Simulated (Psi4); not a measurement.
# SiPH4Cl+ (SMILES [PH2+][SiH2]Cl): UCAM-B3LYP/aug-cc-pVDZ

Aim: the vertical doublet–quartet gap of SiPH4Cl+ at UCAM-B3LYP/aug-cc-pVDZ, from 2 runs. 

The results are computed with Psi4 1.11.

1 further run of the same task is left out (set aside as unsound or not needed).

### Step 1. The system as given

The species is SiPH4Cl+ (7 atoms), meant as a doublet with charge +1. SMILES: `[PH2+][SiH2]Cl`. The shape is that of a GFN2-xTB optimisation. This is one conformer, not always the lowest.

Bond lengths: P1–Si2 2.422 Å, Si2–Cl3 1.961 Å, P1–H4 1.391 Å, P1–H5 1.391 Å, Si2–H6 1.456 Å, Si2–H7 1.462 Å. Angles: P1–Si2–Cl3 108.0°, P1–Si2–H6 97.3°, P1–Si2–H7 95.4°, Cl3–Si2–H6 118.5°, Cl3–Si2–H7 116.6°, Si2–P1–H4 116.9°, Si2–P1–H5 113.0°, H6–Si2–H7 115.5°, H4–P1–H5 97.6°.

### Step 2. Energy and forces at UCAM-B3LYP/aug-cc-pVDZ

File clh4psi.xyz:

```xyz
7
ClH4PSi
P     -1.298530     0.216930    -0.350690
Si     0.906470    -0.130240     0.590350
Cl     0.948810    -1.918810     1.392180
H     -1.688430    -0.641210    -1.373930
H     -1.405610     1.409140    -1.058760
H      0.913740     1.027050     1.473130
H      1.623550     0.037150    -0.672280
```

File run.py:

```python
import psi4

psi4.set_memory('1600 MB')
psi4.set_num_threads(1)
psi4.set_output_file('psi4.out', False)

with open('clh4psi.xyz') as f:
    atoms = ''.join(f.readlines()[2:])
mol = psi4.geometry('1 2\n' + atoms + 'symmetry c1')

psi4.set_options({
    'basis': 'aug-cc-pVDZ',
    'reference': 'uks',
    'puream': True,
    'e_convergence': 1e-09,
    'd_convergence': 1e-08,
    'scf_type': 'pk',
    'dft_radial_points': 99,
    'dft_spherical_points': 590,
    'maxiter': 200,
})

e_tot, wfn = psi4.gradient('CAM-B3LYP', return_wfn=True)
psi4.oeprop(wfn, 'QUADRUPOLE', 'MULLIKEN_CHARGES', 'DIPOLE', title='CAM-B3LYP')
print('gradient / Eh bohr^-1')
print(e_tot.np.round(6))
print(f'energy = {wfn.energy():.10f} Eh')
for k, v in sorted(psi4.core.scalar_variables().items()):
    print(f'{k:45s} {v:18.10f}')
```

On the command line:

```
python run.py
```

psi4.out (excerpt; [...] marks lines left out):

```text
[...]
  Running in c1 symmetry.
[...]
  Nuclear repulsion =  190.839193235565489
[...]
  Multiplicity = 2
[...]
  Nalpha       = 25
  Nbeta        = 24
[...]
    Number of basis functions: 117
[...]
   @UKS iter   1: -1093.15300227536636    2.53008e-02   1.43529e-03 ADIIS/DIIS
[...]
   @UKS iter  13: -1093.17572957866378   -1.34150e-11   4.61619e-09 DIIS
[...]
   @S^2 Observed:                7.538511033E-01
[...]
    Orbital Energies [Eh]
    ---------------------
    Alpha Occupied:
       1A   -101.815284     2A    -77.437066     3A    -66.489058
       4A     -9.735626     5A     -7.497037     6A     -7.490601
       7A     -7.489660     8A     -6.907387     9A     -5.631283
      10A     -5.075285    11A     -5.067519    12A     -5.065717
      13A     -3.993386    14A     -3.990099    15A     -3.986918
      16A     -1.125947    17A     -0.980737    18A     -0.825094
      19A     -0.703700    20A     -0.668832    21A     -0.667636
      22A     -0.651966    23A     -0.595370    24A     -0.579443
      25A     -0.558980
    Alpha Virtual:
[...]
  @UKS Final Energy: -1093.17572957866378
   => Energetics <=
    Nuclear Repulsion Energy =            190.8391932355654887
    One-Electron Energy =               -1879.8474816703255783
    Two-Electron Energy =                 651.9374317637049217
    DFT Exchange-Correlation Energy =     -56.1048729076085451
    Empirical Dispersion Energy =           0.0000000000000000
    VV10 Nonlocal Energy =                  0.0000000000000000
    Total Energy =                      -1093.1757295786635495
[...]
  -Total Gradient:
     Atom            X                  Y                   Z
    ------   -----------------  -----------------  -----------------
       1       -0.009353738361     0.004306463052    -0.007594902906
       2        0.011635074725    -0.026043600818     0.013615242091
       3       -0.000885405556     0.026667462447    -0.012379459612
       4        0.004730966632     0.013233289050     0.005768244406
       5        0.000963938783    -0.015499294837     0.001828349555
       6       -0.002104282990    -0.004100098236    -0.007775891305
       7       -0.004990641827     0.001432260486     0.006537241360
[...]
 Multipole Moments:
 ------------------------------------------------------------------------------------
     Multipole            Electronic (a.u.)      Nuclear  (a.u.)        Total (a.u.)
 ------------------------------------------------------------------------------------
 L = 1.  Multiply by 2.5417464519 to convert [e a0] to [Debye]
 Dipole X            :         -0.3588143           -0.5270157           -0.8858300
 Dipole Y            :         -3.1880970            4.5007117            1.3126147
 Dipole Z            :          2.4074052           -3.5102758           -1.1028706
 Magnitude           :                                                    1.9297605
 L = 2.  Multiply by 1.3450342976 to convert [e a0^2] to [Debye ang]
 Quadrupole XX       :       -229.9945084          210.1771377          -19.8173707
 Quadrupole XY       :        110.4483420         -112.7824309           -2.3340889
[...]
  Mulliken Charges: (a.u.)
   Center  Symbol    Alpha    Beta     Spin     Total
       1     P     8.20694  7.14135  1.06559 -0.34828
       2    SI     7.08764  7.09803 -0.01040 -0.18567
       3    CL     8.55119  8.54360  0.00759 -0.09479
       4     H     0.30056  0.35316 -0.05260  0.34628
       5     H     0.29413  0.35115 -0.05702  0.35471
       6     H     0.26703  0.26761 -0.00058  0.46536
       7     H     0.29251  0.24509  0.04742  0.46239
   Total alpha = 25.00000, Total beta = 24.00000, Total charge =  1.00000
```

The script printed:

```text
gradient / Eh bohr^-1
[[-0.009354  0.004306 -0.007595]
 [ 0.011635 -0.026044  0.013615]
 [-0.000885  0.026667 -0.012379]
 [ 0.004731  0.013233  0.005768]
 [ 0.000964 -0.015499  0.001828]
 [-0.002104 -0.0041   -0.007776]
 [-0.004991  0.001432  0.006537]]
energy = -1093.1757295787 Eh
CURRENT ENERGY                                  -1093.1757295787
CURRENT REFERENCE ENERGY                        -1093.1757295787
DD SOLVATION ENERGY                                 0.0000000000
DFT FUNCTIONAL TOTAL ENERGY                     -1093.1757295787
DFT TOTAL ENERGY                                -1093.1757295787
DFT VV10 ENERGY                                     0.0000000000
DFT XC ENERGY                                     -56.1048729076
GRID ELECTRONS ALPHA                               25.0000000041
GRID ELECTRONS BETA                                24.0000000770
GRID ELECTRONS TOTAL                               49.0000000811
NUCLEAR REPULSION ENERGY                          190.8391932356
ONE-ELECTRON ENERGY                             -1879.8474816703
PCM POLARIZATION ENERGY                             0.0000000000
PE ENERGY                                           0.0000000000
SCF ITERATION ENERGY                            -1093.1757295787
SCF ITERATIONS                                     13.0000000000
SCF TOTAL ENERGY                                -1093.1757295787
TWO-ELECTRON ENERGY                               651.9374317637
XC GRID RADIAL POINTS                              99.0000000000
XC GRID SPHERICAL POINTS                          590.0000000000
XC GRID TOTAL POINTS                           394290.0000000000
```

Run time: 98 s. Hardware: 1 thread of AMD EPYC 9R45 (Zen 5), shared host; peak memory 0.96 GiB.

### Step 3. The quartet: the energy at UCAM-B3LYP/aug-cc-pVDZ

File clh4psi.json:

```json
{
  "schema_name": "qcschema_input",
  "schema_version": 1,
  "molecule": {
    "schema_name": "qcschema_molecule",
    "schema_version": 2,
    "symbols": ["P", "Si", "Cl", "H", "H", "H", "H"],
    "geometry": [-2.45386606, 0.40993829, -0.66270805, 1.71298004, -0.24611793, 1.11559982, 1.79299104, -3.62602539, 2.63083892, -3.19067028, -1.21171129, -2.59635141, -2.65621794, 2.66288867, -2.00076643, 1.72671835, 1.94084322, 2.78381225, 3.06806485, 0.07020333, -1.27042508],
    "molecular_charge": 1,
    "molecular_multiplicity": 4,
    "fix_symmetry": "c1",
    "fix_com": true,
    "fix_orientation": true
  },
  "driver": "energy",
  "model": {
    "method": "cam-b3lyp",
    "basis": "aug-cc-pVDZ"
  },
  "keywords": {
    "reference": "uks",
    "puream": true,
    "e_convergence": 1e-09,
    "d_convergence": 1e-08,
    "scf_type": "pk",
    "dft_radial_points": 99,
    "dft_spherical_points": 590,
    "maxiter": 200
  }
}
```

On the command line:

```
psi4 --qcschema clh4psi.json -n 1 --memory 1600MB
```

stdout (excerpt; [...] marks lines left out):

```text
[...]
  Running in c1 symmetry.
[...]
  Nuclear repulsion =  190.839193263259858
[...]
  Multiplicity = 4
[...]
  Nalpha       = 26
  Nbeta        = 23
[...]
    Number of basis functions: 117
[...]
   @UKS iter   1: -1092.89092368786100    2.87379e-01   1.52049e-03 ADIIS/DIIS
[...]
   @UKS iter  26: -1092.92215460144871   -4.72937e-11   9.27175e-09 DIIS
[...]
   @S^2 Observed:                3.757249246E+00
[...]
    Orbital Energies [Eh]
    ---------------------
    Alpha Occupied:
       1A   -101.869506     2A    -77.448530     3A    -66.427113
       4A     -9.787912     5A     -7.551788     6A     -7.545918
       7A     -7.539655     8A     -6.918293     9A     -5.581162
      10A     -5.084152    11A     -5.081237    12A     -5.076478
      13A     -3.942802    14A     -3.939861    15A     -3.935896
      16A     -1.170524    17A     -0.994487    18A     -0.834018
      19A     -0.713341    20A     -0.697196    21A     -0.684897
      22A     -0.671995    23A     -0.640728    24A     -0.607291
      25A     -0.570793    26A     -0.334807
    Alpha Virtual:
[...]
  @UKS Final Energy: -1092.92215460144871
   => Energetics <=
    Nuclear Repulsion Energy =            190.8391932632598582
    One-Electron Energy =               -1879.3788492558692269
    Two-Electron Energy =                 651.7099515031812871
    DFT Exchange-Correlation Energy =     -56.0924501120207779
    Empirical Dispersion Energy =           0.0000000000000000
    VV10 Nonlocal Energy =                  0.0000000000000000
    Total Energy =                      -1092.9221546014487103
[...]
 Multipole Moments:
 ------------------------------------------------------------------------------------
     Multipole            Electronic (a.u.)      Nuclear  (a.u.)        Total (a.u.)
 ------------------------------------------------------------------------------------
 L = 1.  Multiply by 2.5417464519 to convert [e a0] to [Debye]
 Dipole X            :        -17.0766228           16.6024723           -0.4741505
 Dipole Y            :         54.9997202          -55.4767844           -0.4770642
 Dipole Z            :        -47.0545970           47.3183077            0.2637107
 Magnitude           :                                                    0.7224627
[...]
```

The result, in JSON:

```text
{
 "driver": "energy",
 "model": {
  "method": "cam-b3lyp",
  "basis": "aug-cc-pVDZ"
 },
 "success": true,
 "return_result": -1092.9221546014487,
 "properties": {
  "calcinfo_nbasis": 117,
  "calcinfo_nmo": 117,
  "calcinfo_nalpha": 26,
  "calcinfo_nbeta": 23,
  "calcinfo_natom": 7,
  "nuclear_repulsion_energy": 190.83919326325986,
  "return_energy": -1092.9221546014487,
  "scf_one_electron_energy": -1879.3788492558692,
  "scf_two_electron_energy": 651.7099515031813,
  "scf_xc_energy": -56.09245011202078,
  "scf_dipole_moment": [-0.4741504943484678, -0.47706419445444226, 0.2637107354957422],
  "scf_total_energy": -1092.9221546014487,
  "scf_iterations": 26
 }
}
```

Run time: 83 s. Hardware: 1 thread of AMD EPYC 9R45 (Zen 5), shared host; peak memory 1 GiB.

### Step 4. Results

Level: UCAM-B3LYP/aug-cc-pVDZ.

```
                                        quantity           value
                           doublet: total energy  -1093.17573 Eh
     doublet: HOMO energy (highest over α and β)       -15.21 eV
      doublet: LUMO energy (lowest over α and β)        -9.14 eV
                                   doublet: ⟨S²⟩           0.754
               doublet: largest force on an atom      1.625 eV/Å
                           quartet: total energy  -1092.92215 Eh
     quartet: HOMO energy (highest over α and β)        -9.11 eV
                                   quartet: ⟨S²⟩           3.757
vertical energy of the quartet above the doublet        6.900 eV
```

At this shape the quartet lies 6.90 eV (159 kcal/mol) above the doublet. The largest force (doublet) is 1.63 eV/Å: the shape isn't a stationary point for this species at this level.
